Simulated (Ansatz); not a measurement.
# AlBH5 (doublet): the correlation ladder at distance Al1–H4 along a hydrogen transfer = 1.637 Å, cc-pVDZ

Aim: climb from Hartree-Fock through coupled cluster and multireference methods for AlBH5 (doublet) at one geometry and basis, and see what each rung misses.

Program: Ansatz 0.2.0, Gaussian basis. Level of theory: cc-pVDZ, core rule «outside noble gas», up to 6 orbitals frozen. These are calculated values, not measurements.

The runs, in order: UHF; CCSD(T) on ROHF; CCSD(T) on UHF; BCCD(T) on ROHF; CISD; CCSDT(Q) on ROHF; CCSDT(Q) on UHF; CASSCF and MRCISD+Q, 3 electrons in 3 orbitals; CASSCF and NEVPT2, 3 electrons in 3 orbitals; CASSCF and NEVPT2, 9 electrons in 9 orbitals.

3 further runs of the same task are left out: 3 that didn't finish.

### Step 1. The geometry

The geometry derives from fragments relaxed apart (PBE0/def2-TZVP) and kept rigid, so it is no stationary point. A hydrogen atom is moved between rigid fragments.

7 atoms, charge 0, spin multiplicity 2.

Atoms are counted from 1 here; the program's logs count them from 0.

Bond lengths: Al1–H2 1.586 Å, Al1–H3 1.586 Å, Al1–H4 1.637 Å, B5–H6 1.191 Å, B5–H7 1.191 Å. Angles: H2–Al1–H3 120.0°, H2–Al1–H4 120.0°, H3–Al1–H4 120.0°, H6–B5–H7 129.4°.

Geometry (Å):

```xyz
7
charge 0, multiplicity 2
Al   -0.9574    0.0000    0.0000
H    -1.7503    1.3734    0.0000
H    -1.7503   -1.3734    0.0000
H     0.6796    0.0000    0.0000
B     2.1556    0.0000    0.0000
H     2.6647    0.0000    1.0770
H     2.6647    0.0000   -1.0770
```

### Step 2. UHF

in.yaml

```yaml
crystal:
  periodic: [false, false, false]
  atoms:
    - {symbol: Al, position_ang: [-0.957407, 0.000000, 0.000000]}
    - {symbol: H, position_ang: [-1.750330, 1.373384, 0.000000]}
    - {symbol: H, position_ang: [-1.750330, -1.373384, 0.000000]}
    - {symbol: H, position_ang: [0.679593, 0.000000, 0.000000]}
    - {symbol: B, position_ang: [2.155593, 0.000000, 0.000000]}
    - {symbol: H, position_ang: [2.664667, 0.000000, 1.077008]}
    - {symbol: H, position_ang: [2.664667, 0.000000, -1.077008]}
basis:
  gaussian: {orbitals: cc-pVDZ}
magnetization: {spin_polarized: true, initial_magnetization: 1}
hamiltonian: {xc: hf}
output: {orbitals: {seedname: orbitals}}
```

Launch:

```bash
> ansatz run in.yaml --threads 1 --pin off --events-out ev --progress --plain --max-ram 2393MiB
```

Further steps of the session: CCSD(T) on ROHF; CCSD(T) on UHF; BCCD(T) on ROHF; CISD; CCSDT(Q) on ROHF; CCSDT(Q) on UHF; CASSCF and MRCISD+Q, 3 electrons in 3 orbitals; CASSCF and NEVPT2, 3 electrons in 3 orbitals; CASSCF and NEVPT2, 9 electrons in 9 orbitals.

Before running them: what should the planned runs give, taken together? Wanted: UCCSDT(Q) below the RHF energy; RMP2 from UCCSDT(Q); UMP2 from UCCSDT(Q); RCCSD from UCCSDT(Q); RCCSD(T) from UCCSDT(Q); UCCSD(T) from UCCSDT(Q); RCCSDT(Q) from UCCSDT(Q); NEVPT2 frontier from UCCSDT(Q); T1 diagnostic.

As calculated:

| quantity | value |
| --- | --- |
| UCCSDT(Q) below the RHF energy | -5.7838 eV |
| RMP2 from UCCSDT(Q) | +30.28 kcal/mol |
| UMP2 from UCCSDT(Q) | +30.34 kcal/mol |
| RCCSD from UCCSDT(Q) | +3.16 kcal/mol |
| RCCSD(T) from UCCSDT(Q) | +0.70 kcal/mol |
| UCCSD(T) from UCCSDT(Q) | +0.69 kcal/mol |
| RCCSDT(Q) from UCCSDT(Q) | +0.01 kcal/mol |
| NEVPT2 frontier from UCCSDT(Q) | +30.14 kcal/mol |
| levels within 1 kcal/mol (43 meV) | RCCSD(T), UCCSD(T), BCCD(T), RCCSDT, UCCSDT, RCCSDT(Q) |
| T1 diagnostic | 0.016 |

In words: RCCSD(T) lands +0.70 kcal/mol from the yardstick (0.5 % of the correlation energy). These misses are within one basis, not against nature; the frozen cores of restricted and unrestricted runs differ, which can shift their rows.
